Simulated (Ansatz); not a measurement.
The input, for Ansatz 0.2.0:

```yaml
crystal:
  periodic: [false, false, false]
  atoms:
    - {symbol: Ta, position_ang: [0.000000, 0.000000, 0.000000]}
    - {symbol: H, position_ang: [0.000000, 0.000000, 3.228000]}
basis:
  gaussian: {orbitals: def2-TZVP}
total_charge: 1
magnetization: {spin_polarized: false, initial_magnetization: 3}
correlation: {method: ccsd_t, electrons: outside_noble_gas}
output: {forces: true}
```

```sh
$ ansatz run in.yaml --threads 1 --pin off --events-out ev --progress --plain --max-ram 2393MiB
```

The program prints:

```
423 factors; integrals over basis functions are off by at most 2.3e-4 eV
mean field evaluation 1: about -1536.0974 eV, gradient 8.3e0 eV
mean field evaluation 2: about -1536.0999 eV, gradient 8.3e0 eV
mean field evaluation 4: about -1537.7360 eV, gradient 2.0e0 eV
mean field evaluation 8: about -1537.8075 eV, gradient 5.4e-1 eV
mean field evaluation 16: about -1537.8172 eV, gradient 1.5e-6 eV
mean field evaluation 32: about -1537.1153 eV, gradient 4.0e0 eV
mean field evaluation 64: about -1537.7148 eV, gradient 3.2e0 eV
mean field evaluation 96: about -1537.9741 eV, gradient 1.7e-2 eV
mean field evaluation 128: about -1537.8060 eV, gradient 3.3e-6 eV
mean field evaluation 160: about -1538.0318 eV, gradient 3.8e-1 eV
...
mean field -1538.03112137 eV, -56.5216011954 hartree, gradient 8.9e-9 eV, S^2 3.750000; 34 other end points of the search recorded, 0 dependent functions left out
...
determinant -1538.03112137 eV, -56.5216011954 hartree, with singles and doubles -1539.67365538 eV, -56.5819632071 hartree
determinant -1538.01694380 eV, -56.5210801793 hartree, with singles and doubles -1539.65773396 eV, -56.5813781055 hartree
determinant -1537.97410326 eV, -56.5195058184 hartree, with singles and doubles -1539.60047792 eV, -56.5792739848 hartree
determinant -1537.81724319 eV, -56.5137413174 hartree, with singles and doubles -1539.60642886 eV, -56.5794926780 hartree
determinant -1537.80602359 eV, -56.5133290046 hartree, with singles and doubles -1539.62186827 eV, -56.5800600658 hartree
determinant -1537.22414511 eV, -56.4919453647 hartree, with singles and doubles -1539.33412509 eV, -56.5694856988 hartree
determinant -1537.16036010 eV, -56.4896013088 hartree, with singles and doubles -1538.52945707 eV, -56.5399146945 hartree
determinant -1537.15721827 eV, -56.4894858487 hartree, with singles and doubles -1538.52955327 eV, -56.5399182298 hartree
determinant -1537.14174912 eV, -56.4889173682 hartree, with singles and doubles -1538.50889754 eV, -56.5391591457 hartree
determinant -1537.09659224 eV, -56.4872578835 hartree, with singles and doubles -1538.46085123 eV, -56.5373934766 hartree
determinant -1537.09419253 eV, -56.4871696956 hartree, with singles and doubles -1538.48028100 eV, -56.5381075075 hartree
determinant -1537.04519553 eV, -56.4853690890 hartree, with singles and doubles -1540.32703024 eV, -56.6059742903 hartree
determinant -1536.92784857 eV, -56.4810566677 hartree, with singles and doubles -1538.62680683 eV, -56.5434922322 hartree
determinant -1536.91568775 eV, -56.4806097658 hartree, with singles and doubles -1538.62230790 eV, -56.5433268996 hartree
determinant -1536.84014277 eV, -56.4778335391 hartree, with singles and doubles -1538.52788072 eV, -56.5398567649 hartree
determinant -1536.15211359 eV, -56.4525489330 hartree, with singles and doubles -1537.38860229 eV, -56.4979890549 hartree
determinant -1536.08343257 eV, -56.4500249522 hartree, with singles and doubles -1537.25309559 eV, -56.4930092752 hartree
determinant -1538.03112137 eV, -56.5216011954 hartree, with singles and doubles -1539.64000120 eV, -56.5807264387 hartree
determinant -1538.01694380 eV, -56.5210801793 hartree, with singles and doubles -1539.62415500 eV, -56.5801441016 hartree
determinant -1537.97410326 eV, -56.5195058184 hartree, with singles and doubles -1539.56764712 eV, -56.5780674751 hartree
determinant -1537.81724319 eV, -56.5137413174 hartree, with singles and doubles -1539.57031665 eV, -56.5781655787 hartree
determinant -1537.80602359 eV, -56.5133290046 hartree, with singles and doubles -1539.59344288 eV, -56.5790154518 hartree
determinant -1537.22414511 eV, -56.4919453647 hartree, with singles and doubles -1539.26722003 eV, -56.5670269834 hartree
determinant -1537.16036010 eV, -56.4896013088 hartree, with singles and doubles -1538.52861998 eV, -56.5398839320 hartree
determinant -1537.15721827 eV, -56.4894858487 hartree, with singles and doubles -1538.50910768 eV, -56.5391668685 hartree
determinant -1537.14174912 eV, -56.4889173682 hartree, with singles and doubles -1538.50964902 eV, -56.5391867623 hartree
determinant -1537.09659224 eV, -56.4872578835 hartree, with singles and doubles -1538.46356034 eV, -56.5374930343 hartree
determinant -1537.09419253 eV, -56.4871696956 hartree, with singles and doubles -1538.46991735 eV, -56.5377266501 hartree
determinant -1537.04519553 eV, -56.4853690890 hartree, with singles and doubles -1540.36191504 eV, -56.6072562830 hartree
determinant -1537.04519553 eV, -56.4853690890 hartree, with singles and doubles -1540.30653014 eV, -56.6052209255 hartree
determinant -1536.40079957 eV, -56.4616879744 hartree, with singles and doubles -1540.19518430 eV, -56.6011290414 hartree
determinant -1536.40079957 eV, -56.4616879744 hartree, with singles and doubles -1540.32152783 eV, -56.6057720804 hartree
unrestricted determinant -1539.70254735 eV, -56.5830249673 hartree, S^2 4.7044
4 core orbitals not correlated: weight in the atoms' cores, before any rotation towards them, 1.000 or more for the frozen orbitals, at most 0.000 for the correlated occupied ones
reference -1537.04519553 eV, -56.4853690890 hartree; 4, 1 occupied and 38, 41 virtual orbitals, 423 factors
second order -1.76403581 eV of doubles, -0.03380737 eV of singles
...
cycle   5  -3.26132304 eV  change   -7.4e-7 eV  update   7.0e-7
cycle   6  -3.26132316 eV  change   -1.2e-7 eV  update   4.6e-7
cycle   7  -3.26132275 eV  change    4.1e-7 eV  update   3.2e-7
cycle   8  -3.26132281 eV  change   -6.3e-8 eV  update   1.8e-7
cycle   9  -3.26132289 eV  change   -7.2e-8 eV  update   1.4e-7
cycle  10  -3.26132303 eV  change   -1.4e-7 eV  update   1.0e-7
cycle  11  -3.26132306 eV  change   -3.2e-8 eV  update   7.4e-8
cycle  12  -3.26132313 eV  change   -7.1e-8 eV  update   5.5e-8
cycle  13  -3.26132316 eV  change   -3.2e-8 eV  update   4.2e-8
cycle  14  -3.26132319 eV  change   -2.7e-8 eV  update   3.5e-8
perturbative correction -0.08184851 eV, -0.0030078772 hartree
WARN: these amplitudes may be one of several solutions (largest doubles amplitude 0.26, level shift 1.20 eV)
the calculation of the forces begins
Total energy: -1540.38836723 eV, -56.6082283829 hartree
Atom 0 at     0.000000     0.000000     0.000000 Å, force    -0.000000     0.000000     0.497571 eV/Å
Atom 1 at     0.000000     0.000000     3.228000 Å, force     0.000000    -0.000000    -0.497571 eV/Å
Dipole moment:    -0.000000     0.000000    -0.074002 e Å
```

Forces (eV/Å):
```
Ta   0.000  0.000  0.498
H    0.000  0.000 -0.498
```

The determinant lies 0.99 eV above the lowest one of its kind in the log. The T1 diagnostic is 0.240, too large for the energy to be relied on.

Ran on 1 thread of Arm Neoverse V2, shared host: 16 s wall, 0.16 GiB peak host memory.
